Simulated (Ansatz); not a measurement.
Geometry optimisation, Ansatz 0.2.0, RKS PBE/def2-SVP.

Input:

```yaml
crystal:
  periodic: [false, false, false]
  atoms:
    - { symbol: O, position_ang: [-0.52, 1.3704, 0.3134] }
    - { symbol: C, position_ang: [0.1075, 0.1794, 0.1881] }
    - { symbol: O, position_ang: [1.4905, 0.1803, 0.2067] }
    - { symbol: C, position_ang: [-0.5294, -1.0232, 0.2942] }
    - { symbol: "N", position_ang: [-0.448, -0.7033, -0.9111] }
    - { symbol: H, position_ang: [-0.9585, 1.6397, -0.5652] }
    - { symbol: H, position_ang: [1.8703, -0.0303, -0.6684] }
    - { symbol: H, position_ang: [-0.84922, -1.28339, -1.67538] }
basis:
  gaussian: { orbitals: def2-SVP }
hamiltonian:
  xc: pbe
relax:
  f_tol: 0.02
  max_steps: 50
```

Launched with:

```bash
$ ansatz run input.yaml --threads 2 --pin off --max-ram 3072MiB --backend cpu --events-out ev --progress --plain --runs-dir out
```

Question: Where does it end, and by what steps?

Answer: The run converged. After 28 steps the energy has fallen by 1.484 eV; H6 moved furthest, 1.05 Å.

```tsv
step	energy less start (eV)	largest force component (eV/Å)	accepted
0	0.0000	5.885	yes
1	-0.6504	2.045	yes
2	-0.8814	1.534	yes
3	-1.0409	0.797	yes
4	-1.0842	0.652	yes
5	-1.1258	0.318	yes
6	-1.1355	1.654	yes
7	-1.2022	0.564	yes
8	-1.2377	0.485	yes
9	-1.2529	0.572	yes
10	-1.2585	0.462	yes
11	-1.2699	0.123	yes
12	-1.2712	0.033	yes
13	-1.2724	0.056	yes
14	-1.2235	1.541	no
15	-1.2805	0.193	yes
16	-1.2815	0.734	yes
17	-1.3229	0.372	yes
18	-1.3860	0.748	yes
19	-1.4105	0.502	yes
20	-1.4454	0.426	yes
21	-1.4642	0.253	yes
22	-1.4798	0.094	yes
23	-1.4823	0.095	yes
24	-1.4819	0.243	no
25	-1.4830	0.032	yes
26	-1.4833	0.061	yes
27	-1.4836	0.021	yes
28	-1.4836	0.016	yes
```

```xyz
8
Properties=species:S:1:pos:R:3
O -0.437 1.325 -0.481
C 0.080 0.073 -0.181
O 1.458 0.037 -0.089
C -0.739 -0.990 0.582
N -0.605 -1.031 -0.727
H -0.500 1.814 0.363
H 1.792 0.690 -0.736
H -0.886 -1.589 -1.549
```

Whether the end is a true minimum wasn't checked by a vibrational analysis.

Run time: 63 s on 2 threads of Arm Neoverse N1, on a shared host, peak memory 0.15 GiB.
